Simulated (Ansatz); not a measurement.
**C₃H₇+ (SMILES C[CH+]C): single points off equilibrium**

The task here is to estimate one member of a computed series from the others.

The runs use Ansatz 0.2.0, Gaussian basis; single points in def2-TZVPP.

Correlated methods freeze the cores.

## The system as given

SMILES `C[CH+]C`, 10 atoms, charge 1, spin multiplicity 1.

Atoms are counted from 1 here; the program's logs count them from 0.

Bond lengths: C1–C2 1.441 Å, C1–H4 1.155 Å, C1–H5 1.084 Å, C1–H6 1.078 Å, C2–C3 1.422 Å, C2–H7 1.108 Å, C3–H8 1.119 Å, C3–H9 1.115 Å, C3–H10 1.100 Å. Angles: C2–C1–H4 107.6°, C2–C1–H5 110.3°, C2–C1–H6 114.1°, H4–C1–H5 99.9°, H4–C1–H6 110.1°, H5–C1–H6 113.7°, C1–C2–C3 125.9°, C1–C2–H7 116.5°, C3–C2–H7 117.6°, C2–C3–H8 108.7°, C2–C3–H9 113.3°, C2–C3–H10 109.2°, H8–C3–H9 111.7°, H8–C3–H10 101.9°, H9–C3–H10 111.5°.

Coordinates:

```xyz
10
C3H7
C    -0.8892    0.8127   -0.4588
C     0.1773   -0.1562   -0.4214
C     0.7739   -0.6938    0.7526
H    -1.7580    0.3527   -1.0655
H    -0.6251    1.6382   -1.1092
H    -1.2386    1.1212    0.5133
H     0.5696   -0.4983   -1.3998
H     0.7443   -1.8110    0.6908
H     0.3076   -0.3209    1.6940
H     1.8557   -0.4938    0.7327
```

The first run:

File run/in.yaml:

```yaml
crystal:
  periodic: [false, false, false]
  atoms:
    - {symbol: C, position_ang: [-0.889200, 0.812700, -0.458800]}
    - {symbol: C, position_ang: [0.177300, -0.156200, -0.421400]}
    - {symbol: C, position_ang: [0.773900, -0.693800, 0.752600]}
    - {symbol: H, position_ang: [-1.758000, 0.352700, -1.065500]}
    - {symbol: H, position_ang: [-0.625100, 1.638200, -1.109200]}
    - {symbol: H, position_ang: [-1.238600, 1.121200, 0.513300]}
    - {symbol: H, position_ang: [0.569600, -0.498300, -1.399800]}
    - {symbol: H, position_ang: [0.744300, -1.811000, 0.690800]}
    - {symbol: H, position_ang: [0.307600, -0.320900, 1.694000]}
    - {symbol: H, position_ang: [1.855700, -0.493800, 0.732700]}
basis:
  gaussian: {orbitals: def2-TZVPP}
total_charge: 1
correlation: {method: ccsd_t}
output: {forces: true}
```

The run is started by

```console
> ansatz run in.yaml --threads 4 --pin off --events-out ev --progress --plain --max-ram 5222MiB
```

Steps of the session up to this table: CCSD(T)/def2-TZVPP; PBE0-D4/def2-TZVPP; wB97M-V/def2-TZVPP; r2SCAN-D4/def2-TZVPP; PBE-D4/def2-TZVPP; BHLYP-D4/def2-TZVPP; B97M-V/def2-TZVPP.

One table of the session follows, with a row left open; its other results are not shown here.

```
   method  RMS force component (eV/Å)  angle to CCSD(T) forces (°)
  CCSD(T)                       0.589                    reference
  PBE0-D4                       0.534                         17.5
  wB97M-V                       0.561                          9.3
r2SCAN-D4                       0.529                         17.7
   PBE-D4                       0.506                         26.9
 BHLYP-D4                           ?                            ?
   B97M-V                       0.566                         18.1
```

Q: Estimate the row for BHLYP-D4 from the others.

As computed: RMS force component (eV/Å): 0.622; angle to CCSD(T) forces (°): 14.0. In the column «RMS force component (eV/Å)» it is the highest.
